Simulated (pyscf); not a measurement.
## Four-centre exchange: H₂B–AsH₂ + H₂ → H₂B–AsH₂ + H₂

Gas phase, singlet surface, charge 0. Bonds broken: As1–H3, H7–H8. Bonds formed: As1–H7, H3–H8. Structures and frequencies: ωB97X-D3(BJ)/def2-SVP in PySCF.

Transition state (Å):

```xyz
8

As    -0.8522    -0.4294    -0.4409
B     -1.2597     0.7319     1.2060
H      0.4332    -1.2628    -1.5697
H     -0.1260     0.7637    -1.0396
H     -0.5003     0.7537     2.1474
H     -2.2743     1.3883     1.2609
H     -1.0464    -0.7333    -2.3095
H     -0.1133    -1.1436    -2.4303
```

One imaginary mode, 2086i cm⁻¹; descent along it reached the two sides named.

```json
[
 {"bond": "As1–H3", "change": "breaks", "reactant side (Å)": "1.512", "saddle": "1.903", "product side": "3.7"},
 {"bond": "H7–H8", "change": "breaks", "reactant side (Å)": "0.760", "saddle": "1.027", "product side": "3.0"},
 {"bond": "As1–H7", "change": "forms", "reactant side (Å)": "3.6", "saddle": "1.903", "product side": "1.512"},
 {"bond": "H3–H8", "change": "forms", "reactant side (Å)": "3.1", "saddle": "1.026", "product side": "0.760"}
]
```

Electronic energies relative to the separated reactants (kcal/mol):

```csv
level,barrier,reaction energy,reverse barrier
ωB97X-D3(BJ)/def2-TZVP,80.8,0.0,80.8
PBE/def2-TZVP,67.4,0.0,67.4
r²SCAN/def2-TZVP,73.1,0.0,73.1
B3LYP-D3(BJ)/def2-TZVP,75.1,0.0,75.1
PBE0-D3(BJ)/def2-TZVP,73.5,0.0,73.5
M06-2X/def2-TZVP,81.1,0.0,81.1
ωB97M-D3(BJ)/def2-TZVP,78.8,0.0,78.8
HF/def2-TZVP,101.8,0.0,101.8
```

With ωB97M-D3(BJ)/def2-TZVP energies and thermal terms (ideal gas, 1 atm, RRHO with modes under 100 cm⁻¹ raised to 100, one conformer, R ln 2 for chiral ones without a mode under 150 cm⁻¹), in kcal/mol:

```tsv
T (K)	ΔH‡	ΔG‡	ΔH	ΔG
298	76.9	85.0	0.0	0.0
600	76.4	93.5	0.0	0.0
900	76.6	102.1	0.0	0.0
1200	77.1	110.5	0.0	0.0
```

This is the saddle that the search found; another between the same sides may lie lower. Elements up to Kr have no core potential and no relativistic terms here.
